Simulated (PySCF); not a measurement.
Species: C3H7N.
SMILES: `C/C=N\C`

The calculation used EOM-IP-CCSD/aug-cc-pVDZ in PySCF, restricted Hartree–Fock reference, frozen core, non-relativistic, gas phase, PBE0-D3(BJ)/def2-SVP geometry.

Hartree–Fock orbital energies give these Koopmans values (eV): HOMO 10.58, HOMO-1 10.85, HOMO-2 14.29, HOMO-3 14.69, HOMO-4 15.32, HOMO-5 16.18, HOMO-6 16.70, HOMO-7 17.86.

Question: What vertical ionisation energies does EOM-IP-CCSD give?

Answer: 
| leading hole (HF orbital) | Koopmans (eV) | EOM-IP-CCSD (eV) | change (eV) | one-hole share |
| --- | --- | --- | --- | --- |
| HOMO | 10.58 | 9.10 | -1.48 | 0.94 |
| HOMO-1 | 10.85 | 10.63 | -0.22 | 0.96 |
| HOMO-2 | 14.29 | 13.21 | -1.08 | 0.95 |
| HOMO-3 | 14.69 | 13.73 | -0.96 | 0.96 |
| HOMO-4 | 15.32 | 14.41 | -0.91 | 0.95 |
| HOMO-6 | 16.70 | 15.12 | -1.58 | 0.94 |
| HOMO-5 | 16.18 | 15.18 | -1.00 | 0.94 |
| HOMO-7 | 17.86 | 16.26 | -1.60 | 0.94 |

Question: Does the order of the lines follow the orbital energies?

Answer: No: the HOMO-6 hole (15.12 eV) falls below the HOMO-5 hole (15.18 eV). The corrections run from -1.60 to -0.22 eV, with a mean of -1.10 eV over the 8 lines; no line lies above its Koopmans value. Koopmans values leave out both the relaxation of the orbitals and the change in correlation energy.

Question: At what kinetic energies would He I light (21.22 eV) eject these electrons?

Answer: 12.12 eV (HOMO), 10.59 eV (HOMO-1), 8.01 eV (HOMO-2), 7.49 eV (HOMO-3), 6.81 eV (HOMO-4), 6.10 eV (HOMO-6), 6.04 eV (HOMO-5), 4.96 eV (HOMO-7).

Question: What total energy has the lowest final state, and which wavelength reaches it?

Answer: E(CCSD) + ionisation energy = -172.77848 + 0.33447 = -172.44401 Eh, at the geometry of the initial state. The threshold wavelength is 1239.84 eV nm/9.10 eV = 136.2 nm.

Lines less than 0.15 eV apart could change places at a higher level. One root was sought for each valence orbital with −ε under 21 eV, eight at most, so deeper holes and satellites are missing; no vibrational structure.
